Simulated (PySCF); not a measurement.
# C6H4O2 (Benzoquinone): the cost of one run

The runs use PySCF 2.14.0, with density-fitted response routines of our own; the level of theory stands in each step. All values are computed, except where a source is named. Atoms are numbered from 0 throughout.

## 1. The starting structure

12 atoms, charge 0, multiplicity 1; geometry from: GFN2-xTB. The atoms were then displaced at random by about 0.01 Å, so the start is not that level's minimum.

Bonds of the start (Å): O0–C1 1.23, C1–C2 1.46, C2–C3 1.36, C3–C4 1.49, C4–O5 1.22, C4–C6 1.46, C6–C7 1.33, C7–C1 1.47, C2–H8 1.09, C3–H9 1.05, C6–H10 1.09, C7–H11 1.09.

## 2. Relaxing the molecule at PBE0-D3(BJ)/def2-TZVP

What the job is given:

```
{"job": {"xc": "PBE0", "basis": "def2-TZVP", "d3": "d3bj", "grid": 2, "shake": 0.01, "kind": "geom"}, "charge": 0, "multiplicity": 1}
O     -0.752070    -2.579160     0.053020
C     -0.426870    -1.395990     0.024160
C      0.982390    -1.002890     0.001590
C      1.422490     0.278760    -0.019860
C      0.418440     1.384700    -0.042310
O      0.768910     2.558200    -0.058680
C     -0.992870     0.998480    -0.014290
C     -1.373820    -0.271050     0.007770
H      1.712230    -1.809450     0.040530
H      2.430190     0.556990    -0.017850
H     -1.722380     1.812050    -0.016280
H     -2.426960    -0.558920     0.033180
```

Command:

```sh
> OMP_NUM_THREADS=2 python probes_run.py task.json out
```

This one command runs all jobs of the session in turn.

Q: Estimate the wall time and peak memory of this first job on 2 threads of Intel Xeon at 2.50GHz, shared host.

About 8.6 min, with a peak of 1.6 GiB.
